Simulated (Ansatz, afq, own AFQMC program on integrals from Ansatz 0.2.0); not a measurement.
# Where AFQMC and coupled cluster stand for BNH2, singlet

```yaml
atoms:
  - { symbol: B, position_ang: [0.0000, 0.0000, 0.8600] }
  - { symbol: N, position_ang: [0.0000, 0.0000, -0.5115] }
  - { symbol: H, position_ang: [0.0000, 0.8509, -1.0580] }
  - { symbol: H, position_ang: [0.0000, -0.8509, -1.0580] }
```

Connectivity, by distances: B–NH2.

Basis cc-pVDZ. Noble-gas cores (and the filled d shells of Ga–Kr and In–Xe) are frozen. AFQMC by an in-house program on the Cholesky factors that Ansatz 0.2.0 writes for its CCSD(T) run. The CISD trial takes its coefficients from CCSD amplitudes. Released means that phaseless walkers are propagated on without the constraint, phases kept. Free projection: walkers drawn from exp(T), propagated without any constraint. Its projection time is finite, and what remains of the start isn't in its error. ± is one standard error of the sampling.

Determinant: UHF, the one that the program's search chose, which needn't be the lowest solution. The geometry is a PBE0/def2-TZVP stationary point of this or a neighbouring charge and spin state.

No full CI on the walks' own integrals is used here; CCSDT(Q) serves as the reference and is uncertain by about the last step of the cluster series.

Cautions: an unrestricted solution with more broken spin lies lower (52 meV, ⟨S²⟩ 0.27), while this determinant keeps restricted orbitals.

```
T1 diagnostic                               : 0.0147
weight of the determinant in the CISD state : 0.882
⟨S²⟩ of the determinant                     : 0.000
size of the correlated space                : 10 electrons in 36 orbitals
```

```
  level  correlation energy (eV)
    MP2                  -6.3089
   CCSD                  -7.0514
CCSD(T)                  -7.2520
```

Estimate where phaseless AFQMC with a CISD trial lies against CCSD(T) on the same integrals.

3.4 ± 1.6 kJ/mol below CCSD(T).

Reference: CCSDT(Q), correlation energy -7.287 eV. The released energy is read at 2.40 1/Eh (meV from the phaseless value at times in 1/Eh: 15 ± 15 at 0.24, 5 ± 13 at 0.51, -6 ± 12 at 0.99, 17 ± 13 at 1.62, -2 ± 18 at 2.40).

```csv
level,E − E(reference) (kJ/mol),share of correlation (%)
CCSD(T),3.3,99.52
CCSDT,1.6,99.77
ph-AFQMC/HF,-17.2 ± 5.7,102.44
ph-AFQMC/CISD,-0.1 ± 1.6,100.01
released AFQMC,-0.3 ± 1.8,100.04
free AFQMC,-0.8 ± 1.6,100.12
```

Free projections are given only where their last times agree within the noise and don't stop above the reference; a slow remainder of the start can still hide under it. A walk keeps the symmetry of its determinant, which the program's search chose and which needn't be the lowest solution, so a lower state of the same spin and another symmetry isn't excluded. Released energies are given only where the last usable release times agree within the noise; a slower fall can still hide under it.
